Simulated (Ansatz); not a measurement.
PbSeO4 (P2₁/c, No. 14) was calculated with G0W0@PBEsol (Ansatz, a quantum-chemistry and plane-wave program, plane waves, hard PAW, contour deformation).

The cell has the measured lattice parameters. Conventional cell: a = 6.9540 Å, b = 7.4070 Å, c = 8.7703 Å, α = 90.00°, β = 127.41°, γ = 90.00°.

One run with a 4×4×4 mesh, response cutoff 50 eV and 529 empty bands, not extrapolated in mesh or basis; no spin–orbit coupling.

Highest filled and lowest empty level by k point (fractions of the reciprocal vectors of the cell (6.954 0.000 0.000) (0.000 7.407 0.000) (-5.328 0.000 6.967) Å; eV from the valence maximum of each method):

```csv
k,PBEsol filled,PBEsol empty,QP filled,QP empty
0 0 0,-0.14,4.65,-0.17,6.89
0 0 -0.5,-0.27,4.37,-0.31,6.52
0 0.25 0.25,-0.10,4.13,[?],[?]
0.25 0 0,-0.01,4.30,0.00,6.37
0.25 0 0.25,-0.10,4.01,-0.11,6.00
0.25 0.25 0.25,-0.12,3.95,-0.13,5.92
0.25 -0.5 -0.5,-0.16,3.94,-0.17,5.94
-0.5 0 0.25,-0.13,4.05,[?],[?]
```

**Question.** Estimate the withheld levels to about 0.1 eV.

**Answer.** 
- 0 0.25 0.25, QP filled: -0.09
- 0 0.25 0.25, QP empty: 6.22
- -0.5 0 0.25, QP filled: -0.16
- -0.5 0 0.25, QP empty: 6.01

Note: filled d or f shells below the valence bands can shift G0W0 gaps through exchange with them, which wasn't tested here; cell and atoms aren't relaxed at this level.
